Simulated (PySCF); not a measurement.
methyl amine, CH₅N, SMILES CN, point group Cs.

Force field and properties: B3LYP/pcSseg-1 (PySCF, grid level 2). Vibrational terms come from second-order perturbation theory with semi-diagonal cubic constants, by steps of ±0.6 along the normal coordinates of each isotopologue. The parent has the commonest isotopes.

Equilibrium geometry (Å):

```csv
atom,x,y,z
C1,-0.5645,0.0712,-0.0401
N2,0.8637,-0.0934,-0.3110
H3,-1.1213,-0.7370,-0.5275
H4,-0.8524,0.0799,1.0263
H5,-0.9120,1.0103,-0.4853
H6,1.2033,-0.9629,0.0954
H7,1.3966,0.6515,0.1338
```

An isotope shift is δ(isotopologue) − δ(parent), that is, the negative of the change in the averaged GIAO shielding; n counts bonds from the nearest label (0: the labelled atom itself). These are computed values; those of heavy atoms are rounded to 5 ppb, about the numerical noise. One-bond deuterium shifts of ¹³C at such levels come out too large, by a quarter to a half.

What isotope shifts arise with ²H at 3?


```
nucleus  n  0 K (ppb)  100 K (ppb)
     H3  0       -124         -123
     C1  1       -340         -340
     N2  2       -155         -160
     H4  2        -19          -19
     H5  2        -18          -18
     H6  3        -12          -12
     H7  3         -8           -8
```

What isotope shifts arise with ²H at 6?


```tsv
nucleus	n	0 K (ppb)	100 K (ppb)
H6	0	-128	-127
N2	1	-1025	-1035
C1	2	-125	-130
H7	2	-40	-40
H3	3	-12	-12
H4	3	-12	-13
H5	3	-12	-12
```

What isotope shifts arise with ²H at 3, ²H at 4?


```
nucleus  n  0 K (ppb)  100 K (ppb)
     H3  0       -149         -148
     H4  0       -153         -152
     C1  1       -740         -740
     N2  2       -680         -690
     H5  2        -41          -41
     H6  3        -28          -28
     H7  3        -24          -24
```

Internal rotors are held in one well.
